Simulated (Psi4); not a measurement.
# SiH4S (Si(SH)H3) at SCAN/def2-QZVPP (density fitting, sweep point 6)

Aim: the vertical ionisation energy of SiH4S (Si(SH)H3) at SCAN/def2-QZVPP (density fitting, sweep point 6), from 2 runs. 

The calculation is run with Psi4 1.11.

## 1. The system as given

The species is SiH4S (6 atoms), meant as a singlet with charge 0. SMILES: `[H][Si]([H])([H])S`. The shape is that of a GFN2-xTB optimisation.

Bond lengths: Si1–S2 2.147 Å, S2–H3 1.325 Å, Si1–H4 1.452 Å, Si1–H5 1.457 Å, Si1–H6 1.458 Å. Angles: Si1–S2–H3 97.0°, S2–Si1–H4 103.2°, S2–Si1–H5 107.7°, S2–Si1–H6 107.7°, H4–Si1–H5 113.2°, H4–Si1–H6 113.1°, H5–Si1–H6 111.3°.

## 2. The energy at SCAN/def2-QZVPP (density fitting, sweep point 6)

File h4ssi.in:

```
memory 1600 mb

molecule molecule1 {
  0 1
  Si     0.201210    -0.014540    -0.544580
  S      0.253720     0.019820     1.601470
  H     -1.056810     0.059910     1.795240
  H      1.606010    -0.020690    -0.909950
  H     -0.503230     1.180600    -0.990160
  H     -0.500900    -1.225100    -0.952020
  symmetry c1
}

set {
  basis                def2-QZVPP
  puream               true
  scf_type             df
  dft_radial_points    99
  dft_spherical_points 590
}

result, w = energy("scan", return_wfn=True)
```

Run with:

```console
$ psi4 -n 1 h4ssi.in h4ssi.out
```

h4ssi.out:

```text
[...]
  Running in c1 symmetry.
[...]
  Nuclear repulsion =   89.527504102436609
[...]
  Multiplicity = 1
[...]
  Nalpha       = 17
  Nbeta        = 17
[...]
    Number of basis functions: 260
[...]
   @DF-RKS iter   1:  -690.09298523157076   -2.27139e-01   2.23384e-03 DIIS/ADIIS
[...]
   @DF-RKS iter   8:  -690.19606096621112   -5.30852e-08   7.50304e-07 DIIS
[...]
    Orbital Energies [Eh]
    ---------------------
    Doubly Occupied:
       1A    -88.508378     2A    -65.848036     3A     -7.848188
       4A     -5.792795     5A     -5.789929     6A     -5.785739
       7A     -5.216210     8A     -3.560062     9A     -3.557483
      10A     -3.557317    11A     -0.699200    12A     -0.512302
      13A     -0.394409    14A     -0.346016    15A     -0.339273
      16A     -0.302045    17A     -0.236935
[...]
  @DF-RKS Final Energy:  -690.19606096621112
   => Energetics <=
    Nuclear Repulsion Energy =             89.5275041024366089
    One-Electron Energy =               -1132.2639869276868012
    Two-Electron Energy =                 400.7331165121213417
    DFT Exchange-Correlation Energy =     -48.1926946530821354
    Empirical Dispersion Energy =           0.0000000000000000
    VV10 Nonlocal Energy =                  0.0000000000000000
    Total Energy =                       -690.1960609662111210
[...]
 Multipole Moments:
 ------------------------------------------------------------------------------------
     Multipole            Electronic (a.u.)      Nuclear  (a.u.)        Total (a.u.)
 ------------------------------------------------------------------------------------
 L = 1.  Multiply by 2.5417464519 to convert [e a0] to [Debye]
 Dipole X            :          0.9094634           -1.2039031           -0.2944398
 Dipole Y            :          0.0210380           -0.0178975            0.0031405
 Dipole Z            :          2.6328137           -3.0322731           -0.3994595
 Magnitude           :                                                    0.4962585
[...]
```

Wall time 48 s (1 thread of AMD EPYC 9R45 (Zen 5), shared host); peak memory 1.4 GiB.

## 3. The doublet cation at the same level

File h4ssi.dat:

```
memory 1.6 GB

molecule geom {
  1 2
  Si     0.201210    -0.014540    -0.544580
  S      0.253720     0.019820     1.601470
  H     -1.056810     0.059910     1.795240
  H      1.606010    -0.020690    -0.909950
  H     -0.503230     1.180600    -0.990160
  H     -0.500900    -1.225100    -0.952020
  symmetry c1
}

set globals {
  reference            uks
  puream               true
  scf_type             df
  dft_radial_points    99
  dft_spherical_points 590
  maxiter              150
}

e, wfn = energy("scan/def2-QZVPP", return_wfn=True)
```

Run with:

```console
$ psi4 -n 1 h4ssi.dat h4ssi.out
```

h4ssi.out:

```text
[...]
  Running in c1 symmetry.
[...]
  Nuclear repulsion =   89.527504102436609
[...]
  Multiplicity = 2
[...]
  Nalpha       = 17
  Nbeta        = 16
[...]
    Number of basis functions: 260
[...]
   @DF-UKS iter   1:  -689.78001951493491    8.58267e-02   1.81955e-03 ADIIS/DIIS
[...]
   @DF-UKS iter   9:  -689.84161232422184   -1.64399e-07   8.71575e-07 DIIS
[...]
   @S^2 Observed:                7.582145382E-01
[...]
    Orbital Energies [Eh]
    ---------------------
    Alpha Occupied:
       1A    -88.845040     2A    -66.072684     3A     -8.178988
       4A     -6.129740     5A     -6.120134     6A     -6.116603
       7A     -5.442490     8A     -3.787795     9A     -3.783307
      10A     -3.782241    11A     -1.009699    12A     -0.746901
      13A     -0.665940    14A     -0.597855    15A     -0.577603
      16A     -0.547515    17A     -0.540606
    Alpha Virtual:
      18A     -0.244275    19A     -0.233874    20A     -0.188365
      21A     -0.187074    22A     -0.162040    23A     -0.105834
      24A     -0.100292    25A     -0.071632    26A     -0.054097
[...]
  @DF-UKS Final Energy:  -689.84161232422184
   => Energetics <=
    Nuclear Repulsion Energy =             89.5275041024366089
    One-Electron Energy =               -1123.1212426970407705
    Two-Electron Energy =                 391.6526914831467820
    DFT Exchange-Correlation Energy =     -47.9005652127643202
    Empirical Dispersion Energy =           0.0000000000000000
    VV10 Nonlocal Energy =                  0.0000000000000000
    Total Energy =                       -689.8416123242218418
[...]
 Multipole Moments:
 ------------------------------------------------------------------------------------
     Multipole            Electronic (a.u.)      Nuclear  (a.u.)        Total (a.u.)
 ------------------------------------------------------------------------------------
 L = 1.  Multiply by 2.5417464519 to convert [e a0] to [Debye]
 Dipole X            :          0.7164737           -1.2039031           -0.4874294
 Dipole Y            :          0.0267554           -0.0178975            0.0088579
 Dipole Z            :          3.0941405           -3.0322731            0.0618674
 Magnitude           :                                                    0.4914199
[...]
```

Wall time 96 s (1 thread of AMD EPYC 9R45 (Zen 5), shared host); peak memory 1.4 GiB.

## 4. Results

At SCAN/def2-QZVPP (density fitting, sweep point 6):

```
                                          quantity          value
                       singlet SiH4S: total energy  -690.19606 Eh
                      singlet SiH4S: dipole moment         1.26 D
                        singlet SiH4S: HOMO energy       -6.45 eV
                        singlet SiH4S: LUMO energy       -0.52 eV
                      singlet SiH4S: HOMO–LUMO gap        5.93 eV
                      doublet cation: total energy  -689.84161 Eh
doublet cation: HOMO energy (highest over α and β)      -14.71 eV
 doublet cation: LUMO energy (lowest over α and β)      -12.71 eV
                              doublet cation: ⟨S²⟩          0.758
vertical ionisation energy (to the doublet cation)       9.645 eV
```

The vertical ionisation energy comes to 9.65 eV (222 kcal/mol). The negative HOMO energy of the first species, 6.45 eV, lies 3.20 eV below that difference.
